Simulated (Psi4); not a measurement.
This Psi4 input (B3LYP/pcseg-2) gives -1.18014 Eh with 28 basis functions.

```
memory 8100 MB

molecule {
0 1
H    -0.00000000   -0.00000000   -0.37201156
H     0.00000000    0.00000000    0.37201156
}

set {
  basis pcseg-2
  scf_type df
}

energy('b3lyp')
print_variables()
```

Change:
```diff
- basis pcseg-2
+ basis def2-tzvppd
```

Question: What does the run give now?

Answer: -1.18004 Eh (B3LYP/def2-TZVPPD, 34 functions), a change of +0.10 mEh.
